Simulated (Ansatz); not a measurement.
Results of the Gaussian-basis code of Ansatz.

A structure relaxed at PBE0-D4/def2-TZVP, charge 0, multiplicity 1:

```
atom   x (Å)   y (Å)   z (Å)
  C1   0.167  -1.245   1.288
  C2   0.875  -0.553   0.134
  C3   0.080  -0.560  -1.169
  C4  -1.016   0.489  -1.127
  O5  -0.471   1.747  -0.786
  C6   0.171   1.676   0.450
  O7   1.244   0.786   0.457
  H8   0.754  -1.139   2.202
  H9  -0.831  -0.845   1.475
 H10   0.060  -2.310   1.069
 H11   1.830  -1.058  -0.029
 H12   0.754  -0.323  -1.996
 H13  -0.344  -1.551  -1.353
 H14  -1.797   0.217  -0.400
 H15  -1.494   0.604  -2.101
 H16  -0.564   1.403   1.227
 H17   0.582   2.663   0.659
```

Task: Give its formula and SMILES.

Result: C5H10O2, `CC1CCOCO1`.

Task: Point group (tolerance 0.08 Å, 0.16 Å for H)?

Result: C1.

Task: Summarise the bond lengths by kind.

Result: 3 × C–C 1.517 to 1.527 Å; 10 × C–H 1.090 to 1.104 Å; 4 × C–O 1.394 to 1.426 Å.
